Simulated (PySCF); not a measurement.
**One shape, several levels: C2H4F2 (1,1-difluoroethane)**

We compute a comparison of 4 runs (HF/STO-3G, HF/3-21G, B3LYP/6-31G*, SCS-MP2/6-311+G**) of C2H4F2 (1,1-difluoroethane). Input form: a Python script.

The results are computed with PySCF 2.14.0.

2 further runs of the same task are left out: 2 set aside as unsound or not needed.

## (1) The system as given

C2H4F2: 8 atoms, total charge 0, spin state singlet. As SMILES, `CC(F)F`. The coordinates come from a PBE0-D4/def2-TZVP relaxation.

Bond lengths: C1–C2 1.497 Å, C2–F3 1.361 Å, C2–F4 1.361 Å, C1–H5 1.091 Å, C1–H6 1.091 Å, C1–H7 1.090 Å, C2–H8 1.095 Å. Some angles: C1–C2–F3 110.3°, C1–C2–F4 110.3°, F3–C2–F4 107.0°, C1–C2–H8 114.0°, F3–C2–H8 107.5°, F4–C2–H8 107.5°, C2–C1–H5 109.4°, C2–C1–H6 109.9°, C2–C1–H7 109.9°, H5–C1–H6 109.3°.

## (2) A single-point energy at HF/STO-3G (run 1)

The input, calc.py:

```python
from pyscf import gto, scf

mol = gto.Mole()
mol.atom = '''
C      0.003300     0.777600     0.023300
C     -0.052000    -0.718200    -0.008200
F      0.925500    -1.243400     0.779100
F      0.168200    -1.172100    -1.271900
H      0.981400     1.111900    -0.325400
H     -0.157200     1.132800     1.041800
H     -0.771000     1.190600    -0.624000
H     -1.006100    -1.136400     0.329500
'''
mol.spin = 0
mol.verbose = 3
mol.max_memory = 1860
mol.basis = 'sto-3g'
mol.charge = 0
mol.build()

mf = scf.RHF(mol)
mf.conv_tol = 1e-10
mf.kernel()
if not mf.converged:
    mf = mf.newton().run(mf.mo_coeff, mf.mo_occ)

e_tot = mf.e_tot
print('E = %.10f Eh' % e_tot)
```

The run is started by

```console
OMP_NUM_THREADS=1 python calc.py
```

What it wrote:

```text
converged SCF energy = -273.211936809805
E = -273.2119368098 Eh
```

Run time: 0.74 s. Hardware: 1 thread of Arm Neoverse V1, shared host; peak memory 0.099 GiB.

## (3) The energy at HF/3-21G (run 2)

The input, input.xyz:

```xyz
8
C2H4F2
C      0.003300     0.777600     0.023300
C     -0.052000    -0.718200    -0.008200
F      0.925500    -1.243400     0.779100
F      0.168200    -1.172100    -1.271900
H      0.981400     1.111900    -0.325400
H     -0.157200     1.132800     1.041800
H     -0.771000     1.190600    -0.624000
H     -1.006100    -1.136400     0.329500
```

The input, input.py:

```python
from pyscf import gto, scf

molecule = gto.M(
    atom='input.xyz',
    verbose=3,
    max_memory=1860,
    basis='3-21g',
)

hf = scf.RHF(molecule)
hf.conv_tol = 1e-10
hf.kernel()
if not hf.converged:
    hf = hf.newton().run(hf.mo_coeff, hf.mo_occ)

energy = hf.e_tot
print('E = %.10f Eh' % energy)
```

The run is started by

```console
OMP_NUM_THREADS=1 python input.py
```

What it wrote:

```text
converged SCF energy = -275.44236122807
E = -275.4423612281 Eh
```

Wall time 0.79 s (1 thread of Arm Neoverse V1, shared host); peak memory 0.1 GiB.

## (4) The energy at B3LYP/6-31G(d) (spherical functions) (run 3)

The input, run.py:

```python
from pyscf import gto, dft

molecule = gto.M(
    atom='''
C        0.003300       0.777600       0.023300
C       -0.052000      -0.718200      -0.008200
F        0.925500      -1.243400       0.779100
F        0.168200      -1.172100      -1.271900
H        0.981400       1.111900      -0.325400
H       -0.157200       1.132800       1.041800
H       -0.771000       1.190600      -0.624000
H       -1.006100      -1.136400       0.329500
''',
    verbose=3,
    max_memory=1860,
    basis='6-31g*',
)

mf = dft.RKS(molecule, xc='b3lyp')
mf.grids.level = 5
mf.conv_tol = 1e-10
mf.kernel()
if not mf.converged:
    mf = mf.newton().run(mf.mo_coeff, mf.mo_occ)

etot = mf.e_tot
print('E = %.10f Eh' % etot)
```

The run is started by

```console
OMP_NUM_THREADS=1 python run.py
```

What it wrote:

```text
converged SCF energy = -278.29788706199
E = -278.2978870620 Eh
```

It took 13 s on 1 thread of Arm Neoverse V1, shared host; peak memory 0.33 GiB.

## (5) A single-point energy at SCS-MP2/6-311+G(d,p) (run 4)

The input, mol.xyz:

```xyz
8
C2H4F2
C      0.003300     0.777600     0.023300
C     -0.052000    -0.718200    -0.008200
F      0.925500    -1.243400     0.779100
F      0.168200    -1.172100    -1.271900
H      0.981400     1.111900    -0.325400
H     -0.157200     1.132800     1.041800
H     -0.771000     1.190600    -0.624000
H     -1.006100    -1.136400     0.329500
```

The input, input.py:

```python
from pyscf import gto, scf, mp

system = gto.Mole()
system.atom = 'mol.xyz'
system.verbose = 3
system.max_memory = 1860
system.basis = '6-311+g**'
system.spin = 0
system.charge = 0
system.build()

mf = scf.RHF(system)
mf.conv_tol = 1e-10
mf.kernel()
if not mf.converged:
    mf = mf.newton().run(mf.mo_coeff, mf.mo_occ)

pt = mp.MP2(mf, frozen=4).run()
energy = mf.e_tot + 1.2 * pt.e_corr_os + pt.e_corr_ss / 3
print('E(%s) = %.9f' % ('SCS-MP2', energy))
```

The run is started by

```console
OMP_NUM_THREADS=1 python input.py
```

What it wrote:

```text
converged SCF energy = -277.029589047663
E(RMP2) = -277.740327359416  E_corr = -0.710738311752616
E(SCS-RMP2) = -277.725043772003  E_corr = -0.695454724339586
E(SCS-MP2) = -277.725043772
```

Wall time 4.5 s (1 thread of Arm Neoverse V1, shared host); peak memory 0.34 GiB.

## (6) Overview of the runs

| run | level | integration grid | frozen core orbitals | energy (Eh) | dipole moment (D) of the reference | HOMO energy (eV) | LUMO energy (eV) | wall time |
| --- | --- | --- | --- | --- | --- | --- | --- | --- |
| 1 | HF/STO-3G | – | – | -273.211937 | 1.50 | -10.75 | 15.07 | 0.74 s |
| 2 | HF/3-21G | – | – | -275.442361 | 2.59 | -13.70 | 7.43 | 0.79 s |
| 3 | B3LYP/6-31G* (spherical functions) | 5 | – | -278.297887 | 1.94 | -8.94 | 2.90 | 13 s |
| 4 | SCS-MP2/6-311+G** | – | 4 | -277.725044 | 2.66 | -14.12 | 1.88 | 4.5 s |

## (7) Results

```
                                          quantity          value
                               run 4: total energy  -277.72504 Eh
       run 4: dipole moment (Hartree–Fock density)         2.66 D
        run 4: HOMO energy (Hartree–Fock orbitals)      -14.12 eV
        run 4: LUMO energy (Hartree–Fock orbitals)        1.88 eV
      run 4: HOMO–LUMO gap (Hartree–Fock orbitals)       16.00 eV
run 4: correlation energy (4 core orbitals frozen)     -695.5 mEh
```

Over runs 1, 2, 3 the dipole moment (its size) runs from 1.50 D (HF/STO-3G) to 2.59 D (HF/3-21G). Over runs 1, 2, 3 the HOMO–LUMO gap runs from 11.84 eV (B3LYP/6-31G*) to 25.82 eV (HF/STO-3G). The two ends differ in method and basis. In run 1 the basis is minimal, so the values are rough. All runs together took 19 s, the longest 13 s.
